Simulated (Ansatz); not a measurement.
**BNH2 (triplet): wave-function methods side by side, cc-pVDZ**

How much of the correlation energy of BNH2 (triplet) does each wave-function method recover here?

Method: cc-pVDZ, core rule «outside noble gas», up to 2 orbitals frozen; program: Ansatz 0.2.0, Gaussian basis.

To be run: UHF; CCSD(T) on ROHF; CCSD(T) on UHF; BCCD(T) on ROHF; CISD; CCSDT(Q) on ROHF; CCSDT(Q) on UHF; CASSCF and MRCISD+Q, 10 electrons in 10 orbitals; CASSCF and NEVPT2, 10 electrons in 10 orbitals.

22 further runs of the same task are left out: 9 that didn't finish, 13 set aside as unsound or not needed.

### 1 The system

The geometry is a PBE0/def2-TZVP stationary point (not a proven minimum).

4 atoms, charge 0, spin multiplicity 3.

Atoms are counted from 1 here; the program's logs count them from 0.

Bond lengths: B1–N2 1.376 Å, B1–H3 1.215 Å, N2–H4 1.012 Å. Angles: N2–B1–H3 113.0°, B1–N2–H4 139.9°.

### 2 UHF

Contents of in.yaml:

```yaml
crystal:
  periodic: [false, false, false]
  atoms:
    - {symbol: B, position_ang: [0.000000, -0.124007, 0.773899]}
    - {symbol: N, position_ang: [0.000000, -0.022422, -0.597982]}
    - {symbol: H, position_ang: [0.000000, 0.956413, 1.330586]}
    - {symbol: H, position_ang: [0.000000, 0.685254, -1.321528]}
basis:
  gaussian: {orbitals: cc-pVDZ}
magnetization: {spin_polarized: true, initial_magnetization: 2}
hamiltonian: {xc: hf}
output: {orbitals: {seedname: orbitals}}
```

Run with:

```bash
$ ansatz run in.yaml --threads 1 --pin off --events-out ev --progress --plain --max-ram 2393MiB
```

Further steps of the session: CCSD(T) on ROHF; CCSD(T) on UHF; BCCD(T) on ROHF; CISD; CCSDT(Q) on ROHF; CCSDT(Q) on UHF; CASSCF and MRCISD+Q, 10 electrons in 10 orbitals; CASSCF and NEVPT2, 10 electrons in 10 orbitals.

Q: Predict the results of all the runs planned. Wanted: UCCSDT(Q) below the RHF energy; RMP2 from UCCSDT(Q); UMP2 from UCCSDT(Q); RCCSD from UCCSDT(Q); RCCSD(T) from UCCSDT(Q); UCCSD(T) from UCCSDT(Q); RCCSDT(Q) from UCCSDT(Q); NEVPT2 valence from UCCSDT(Q); MRCISD+Q valence from UCCSDT(Q).

As calculated:

| quantity | value |
| --- | --- |
| UCCSDT(Q) below the RHF energy | -6.4953 eV |
| RMP2 from UCCSDT(Q) | +1023.3 meV |
| UMP2 from UCCSDT(Q) | +1028.0 meV |
| RCCSD from UCCSDT(Q) | +230.2 meV |
| RCCSD(T) from UCCSDT(Q) | +50.2 meV |
| UCCSD(T) from UCCSDT(Q) | +50.3 meV |
| RCCSDT(Q) from UCCSDT(Q) | +1.8 meV |
| NEVPT2 valence from UCCSDT(Q) | +889.3 meV |
| MRCISD+Q valence from UCCSDT(Q) | +43.6 meV |
| levels within 1 kcal/mol (43 meV) | RCCSDT, UCCSDT, RCCSDT(Q) |
| T1 diagnostic | 0.028 |
| effectively unpaired electrons | 2.02 |

RCCSD(T) lands +50.2 meV from the yardstick (0.8 % of the correlation energy). One determinant dominates. Of the multireference levels listed MRCISD+Q valence comes nearest in total energy (+43.6 meV), which doesn't show that its space is the better one. These misses are within one basis, not against nature; the frozen cores of restricted and unrestricted runs differ, which can shift their rows.
